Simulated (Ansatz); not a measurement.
C2H2OS. Total charge 0; spin multiplicity 1. The bonds changed during the relaxation, so this is another structure than the one it started from.

```xyz
6

S    -0.679    1.367    0.726
C    -0.017    0.020   -0.114
C     0.982   -0.243   -1.019
O    -0.431   -1.162   -0.181
H    -1.748    0.679    1.168
H     1.893   -0.660   -0.581
```

Task: What are the harmonic wavenumbers in cm⁻¹ at PBE0-D4/def2-TZVP (Ansatz, finite differences of forces, unscaled)? (Best estimate.)

Result: Ansatz gave: 265, 332, 365, 426, 623, 773, 868, 931, 1410, 1574, 2694, 3134.

Task: Is this a minimum?

Result: Yes, all 12 modes are real.

Task: Give the ideal-gas thermochemistry at 298.15 K and 1 bar (rigid rotor, harmonic oscillator; point group C1, symmetry number 1).

Result: Zero-point energy 80.1 kJ/mol; H(298) − E = 94.8 kJ/mol; entropy 289.4 J/(mol·K), of which translation 162.6, rotation 102.6, vibration 24.3; G(298) − E = 8.6 kJ/mol.

Task: And at 400, 500, 600, 800 and 1000 K?

Result: 
```csv
T (K),H − E (kJ/mol),S (J/mol/K),G − E (kJ/mol)
400,102.7,312.0,-22.1
500,111.4,331.2,-54.3
600,120.7,348.2,-88.3
800,140.9,377.3,-160.9
1000,162.7,401.5,-238.9
```
